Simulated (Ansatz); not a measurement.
For zinc-blende AlAs, rVV10 (plane waves, PAW; Ansatz, a program for electronic structure) gives:

- lattice parameter a = 5.752 Å
- bulk modulus = 65.1 GPa
- cohesive energy = 3.84 eV/atom
- band gap = 1.52 eV

### Question
What does HSE06-D3(BJ) (PAW; Ansatz) give for the same quantities?

### Answer

- lattice constant a: 5.614 Å (falls by 2.4 %)
- bulk modulus: 82.4 GPa (increases by 27 %)
- cohesive energy: 4.11 eV/atom (goes up by 0.27 eV/atom)
- band gap: 2.03 eV (rises by 0.51 eV)

For comparison: lattice constant a 5.649 Å (measured, static lattice: zero-point anharmonic expansion removed; as tabulated in Mejia-Rodriguez and Trickey (2018), arXiv:1807.09216); bulk modulus 75 GPa (measured, 0 K value with the zero-point phonon effect removed; as tabulated in Mejia-Rodriguez and Trickey (2018), arXiv:1807.09216); cohesive energy 3.82 eV/atom (measured, static lattice: zero-point vibration energy added, our sources range from 3.82 to 4.00; as tabulated in Mejia-Rodriguez and Trickey (2018), arXiv:1807.09216); band gap 2.28 eV (measured, zero-point renormalisation of 0.04 eV added back here (the table's ZPR column); inputs from Chen et al. (2018), doi:10.1103/physrevmaterials.2.073803).

Changes are worked out from the printed values.

Unless a cell is named, each level is at its own relaxed cell (rVV10 23.79, HSE06-D3(BJ) 22.12 Å³/atom).

Spin–orbit coupling is included only where a level's name says +SOC; with heavier elements it mostly lowers gaps and can invert bands. Density-functional gaps are differences of (generalised) Kohn–Sham levels.

Ansatz's density-functional and Hartree–Fock values are scalar-relativistic unless marked +SOC, with PAW data made under PBE.
